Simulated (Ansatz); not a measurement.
Input file:

```yaml
crystal:
  periodic: [false, false, false]
  atoms:
    - {symbol: Li, position_ang: [0.000000, 0.000000, -0.438225]}
    - {symbol: H, position_ang: [0.000000, 0.391571, 1.508881]}
    - {symbol: H, position_ang: [0.000000, -0.391571, 1.508881]}
basis:
  gaussian: {orbitals: def2-SVP}
total_charge: -1
magnetization: {spin_polarized: false, initial_magnetization: 4}
correlation: {active_space: {window: {electrons: 6, orbitals: 5}}}
accuracy: high
scf: {lower_state_search: full}
```

```sh
$ ansatz run in.yaml --threads 1 --pin off --events-out ev --progress --plain --max-ram 2393MiB
```

Output:

```
400 factors; integrals over basis functions are off by at most 5.8e-9 eV
mean field evaluation 1: about -215.9212 eV, gradient 1.6e1 eV
mean field evaluation 2: about -216.0994 eV, gradient 1.6e1 eV
mean field evaluation 4: about -221.0161 eV, gradient 1.1e0 eV
mean field evaluation 8: about -221.0627 eV, gradient 3.1e-3 eV
mean field evaluation 16: about -221.0627 eV, gradient 2.4e-3 eV
mean field evaluation 32: about -221.3295 eV, gradient 1.1e0 eV
mean field evaluation 64: about -221.4336 eV, gradient 8.6e-1 eV
mean field evaluation 96: about -221.0627 eV, gradient 1.0e-2 eV
mean field evaluation 128: about -221.5343 eV, gradient 2.4e-1 eV
mean field -221.53754879 eV, -8.1413547546 hartree, gradient 8.2e-9 eV, S^2 6.000000; 13 other end points of the search recorded, 0 dependent functions left out
reference -221.53754879 eV, -8.1413547546 hartree; 5, 1 occupied and 14, 18 virtual orbitals, 400 factors
state -221.53754879 eV, -8.1413547546 hartree
Total energy: -221.53754879 eV, -8.1413547546 hartree
```

The active space holds one configuration alone, so it describes no static correlation.

Natural occupations: 2.0000 1.0000 1.0000 1.0000 1.0000.

Ran on 1 thread of Arm Neoverse V2, shared host: 0.18 s wall, 0.06 GiB peak host memory.
